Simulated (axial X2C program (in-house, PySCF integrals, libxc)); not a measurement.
# Linear FPF at several levels

How do method and spin–orbit coupling move the bonds and stretches of FPF, held linear?

Program: an in-house X2C program for linear molecules on PySCF integrals. Level of theory: all-electron X2C, two-component (2c) or spin-free, F dyall-av3z, P dyall-v3z. These are calculated values, not measurements.

All values are calculated.

2 further runs of the same task are left out: 2 set aside as unsound or not needed.

### 1 The job

task.json reads:

```json
{
 "zs": [
  9,
  15,
  9
 ],
 "q": 0,
 "bas": [
  "dyall-av3z",
  "dyall-v3z",
  "dyall-av3z"
 ],
 "r0": [
  1.75,
  1.75
 ],
 "symm": 1,
 "scan": [
  "PBE0",
  "HF",
  "PBE"
 ],
 "levels": [
  "PBE0",
  "HF",
  "B3LYP"
 ],
 "nst": 2
}
```

Keys: zs atomic numbers; q charge; bas basis sets; r0 starting distance in Å; symm equal bonds; scan levels of the two-bond scan (MP2 follows by itself at each HF point); levels methods; nst determinants followed.

On the command line:

```
$ python solin.py task.json out
```

Masses F 18.998, P 30.974, F 18.998 u.

### 2 Scan at PBE0, 2c

State: Ω = 1/2 (beyond evenly filled blocks: ω = 1/2). Energies above the lowest point, from the job's result record:

```
r(F–P) (Å)  r(P–F) (Å)  E (meV)
    1.6214      1.6214    41.15
    1.6214      1.6630    17.72
    1.6214      1.7046    29.33
    1.6630      1.6214    17.72
    1.6630      1.6630     0.00
    1.6630      1.7046    17.33
    1.6630      1.7462    62.51
    1.7046      1.6214    29.33
    1.7046      1.6630    17.33
    1.7046      1.7046    40.40
    1.7462      1.6630    62.51
    1.7462      1.7462   147.78
```

A quadratic surface with cubic terms in each bond gives the minimum at 1.662 and 1.662 Å, force constants 3.26, 3.26 and coupling 0.53 mdyn/Å.

### 3 Scan at HF, 2c

State: Ω = 1/2 (beyond evenly filled blocks: ω = 1/2). Energies above the lowest point, from the job's result record:

```
r(F–P) (Å)  r(P–F) (Å)  E (meV)
    1.6214      1.6214     0.19
    1.6214      1.6630     0.00
    1.6214      1.7046    30.80
    1.6630      1.6214     0.00
    1.6630      1.6630     7.48
    1.6630      1.7046    46.07
    1.6630      1.7462   108.69
    1.7046      1.6214    30.80
    1.7046      1.6630    46.07
    1.7046      1.7046    92.55
    1.7462      1.6630   108.69
    1.7462      1.7462   241.56
```

A quadratic surface with cubic terms in each bond gives the minimum at 1.638 and 1.638 Å, force constants 3.27, 3.27 and coupling 0.73 mdyn/Å.

### 4 Scan at PBE, 2c

State: Ω = 1/2 (beyond evenly filled blocks: ω = 1/2). Energies above the lowest point, from the job's result record:

```
r(F–P) (Å)  r(P–F) (Å)  E (meV)
    1.6214      1.6214   115.02
    1.6214      1.6630    63.10
    1.6214      1.7046    47.58
    1.6630      1.6214    63.10
    1.6630      1.6630    16.15
    1.6630      1.7046     5.59
    1.6630      1.7462    24.14
    1.7046      1.6214    47.58
    1.7046      1.6630     5.59
    1.7046      1.7046     0.00
    1.7462      1.6630    24.14
    1.7462      1.7462    51.79
```

A quadratic surface with cubic terms in each bond gives the minimum at 1.693 and 1.693 Å, force constants 2.89, 2.89 and coupling 0.46 mdyn/Å.

### 5 The levels side by side

| level | r(F–P) (Å) | r(P–F) (Å) | lower stretch (cm⁻¹) | upper stretch (cm⁻¹) |
| --- | --- | --- | --- | --- |
| PBE0, 2c | 1.662 | 1.662 | 581.8 | 737.2 |
| HF, 2c | 1.638 | 1.638 | 597.8 | 711.6 |
| PBE, 2c | 1.693 | 1.693 | 546.6 | 695.3 |
| MP2, 2c | 1.665 | 1.665 | 585.0 | 748.1 |
| PBE0, spin-free | 1.662 | 1.662 | 581.9 | 737.3 |
| HF, spin-free | 1.638 | 1.638 | 597.9 | 711.6 |
| PBE, spin-free | 1.693 | 1.693 | 546.8 | 695.5 |
| MP2, spin-free | 1.664 | 1.664 | 585.2 | 748.3 |

Scans not shown above were run alike.

**Reading.** Over the levels the F–P bond spans 1.638 to 1.693 Å and the P–F bond 1.638 to 1.693 Å. At PBE0 spin–orbit coupling leaves both bonds unchanged to 0.001 Å. Each state is one determinant, the lowest of a limited PBE0 search; the stretches come from a fit to few points and are good to some per cent at best. The stretches are sorted by size, and where the two bonds are alike the symmetric and antisymmetric modes can swap order between levels. MP2 freezes inner shells (threshold -2 hartree). The molecule was held linear; bending was not examined, so a bent shape may lie lower. Note: functional without a current term on a determinant with orbital currents, of the molecule or an atom.
